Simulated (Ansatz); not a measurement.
# CH2B+ (triplet): wave-function methods side by side, def2-TZVPP

One table from this session's results is given with a row withheld; the runs are named, their logs left out.

Program: Ansatz 0.2.0, Gaussian basis. Level of theory: def2-TZVPP, core rule «outside noble gas», up to 2 orbitals frozen. These are calculated values, not measurements.

To be run: UHF; ROHF; CCSD(T) on UHF.

2 further runs of the same task are left out: 2 set aside as unsound or not needed.

## What is computed

The geometry is a PBE0/def2-TZVP stationary point (not a proven minimum) of the parent state, kept for this charge and spin.

4 atoms, charge 1, spin multiplicity 3.

Atoms are counted from 1 here; the program's logs count them from 0.

Bond lengths: B1–C2 1.382 Å, C2–H3 1.086 Å, C2–H4 1.086 Å. Angles: B1–C2–H3 121.6°, B1–C2–H4 121.6°, H3–C2–H4 116.9°.

As a file:

```
B     0.00000    0.00000    0.82650
C     0.00000    0.00000   -0.55534
H     0.00000   -0.92516   -1.12369
H     0.00000    0.92516   -1.12369
```

Set-up of the first run:

The input, in.yaml:

```yaml
crystal:
  periodic: [false, false, false]
  atoms:
    - {symbol: B, position_ang: [0.000000, 0.000000, 0.826501]}
    - {symbol: C, position_ang: [0.000000, 0.000000, -0.555344]}
    - {symbol: H, position_ang: [0.000000, -0.925158, -1.123694]}
    - {symbol: H, position_ang: [0.000000, 0.925158, -1.123694]}
basis:
  gaussian: {orbitals: def2-TZVPP}
total_charge: 1
magnetization: {spin_polarized: true, initial_magnetization: 2}
hamiltonian: {xc: hf}
output: {orbitals: {seedname: orbitals}}
```

Run with:

```bash
$ ansatz run in.yaml --threads 1 --pin off --events-out ev --progress --plain --max-ram 2816MiB --backend cpu
```

Among the steps run: UHF; ROHF; CCSD(T) on UHF.

One of the session's tables, all rows but one given; the rest of the session is left out.

```
  method  from UCCSD(T) (kcal/mol)
    ROHF                   +128.35
     UHF                         ?
    UMP2                    +18.87
   UCCSD                     +4.16
UCCSD(T)                         0
```

Q: Estimate the row for UHF from the others.

The run gave: from UCCSD(T) (kcal/mol): +126.60. In the column «from UCCSD(T) (kcal/mol)» it lies between UMP2 (+18.87) and ROHF (+128.35).
